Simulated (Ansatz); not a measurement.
# H6NOSi: the cost of one run

Computed with Ansatz 0.2.0, Gaussian basis. Level: PBE0-D4/def2-SVP.

## (1) Starting geometry

SMILES `[NH3+][SiH2]O`, 9 atoms, charge 1, spin multiplicity 1.

Atoms are counted from 1 here; the program's logs count them from 0.

Bond lengths: N1–Si2 1.914 Å, N1–H4 1.022 Å, N1–H5 1.020 Å, N1–H6 1.022 Å, Si2–O3 1.594 Å, Si2–H7 1.449 Å, Si2–H8 1.449 Å, O3–H9 0.955 Å. Angles: Si2–N1–H4 110.3°, Si2–N1–H5 113.4°, Si2–N1–H6 110.3°, H4–N1–H5 107.9°, H4–N1–H6 106.7°, H5–N1–H6 107.9°, N1–Si2–O3 94.3°, N1–Si2–H7 102.2°, N1–Si2–H8 102.1°, O3–Si2–H7 115.7°, O3–Si2–H8 115.8°, H7–Si2–H8 120.3°, Si2–O3–H9 131.8°.

Geometry (Å):

```xyz
9
charge 1, multiplicity 1
N    -0.6895    0.6409   -0.6637
Si    0.7101   -0.4523    0.0490
O     0.0677   -0.5336    1.5053
H    -1.5907    0.1668   -0.5755
H    -0.5558    0.8800   -1.6461
H    -0.7627    1.5127   -0.1352
H     1.8674    0.4100   -0.0809
H     0.5991   -1.6519   -0.7566
H     0.3545   -0.9726    2.3036
```

## (2) The run

The input, md/in.yaml:

```yaml
crystal:
  periodic: [false, false, false]
  atoms:
    - {symbol: N, position_ang: [-0.689470, 0.640920, -0.663720]}
    - {symbol: Si, position_ang: [0.710080, -0.452300, 0.049030]}
    - {symbol: O, position_ang: [0.067650, -0.533630, 1.505350]}
    - {symbol: H, position_ang: [-1.590730, 0.166830, -0.575510]}
    - {symbol: H, position_ang: [-0.555810, 0.879960, -1.646080]}
    - {symbol: H, position_ang: [-0.762740, 1.512720, -0.135210]}
    - {symbol: H, position_ang: [1.867420, 0.409990, -0.080850]}
    - {symbol: H, position_ang: [0.599070, -1.651900, -0.756600]}
    - {symbol: H, position_ang: [0.354550, -0.972600, 2.303600]}
basis:
  gaussian: {orbitals: def2-SVP}
total_charge: 1
hamiltonian: {xc: pbe0, dispersion: d4}
md: {n_steps: 30, timestep: 0.75, temperature: 300, ensemble: nve, seed: 228, initial_velocities: maxwell_boltzmann}
```

Started as:

```console
$ ansatz run in.yaml --threads 2 --pin off --events-out ev --progress --plain --max-ram 3481MiB
```

Q: Estimate wall time and peak memory on 2 threads of Arm Neoverse V1, shared host.

About 34 s, with a peak of 0.13 GiB.
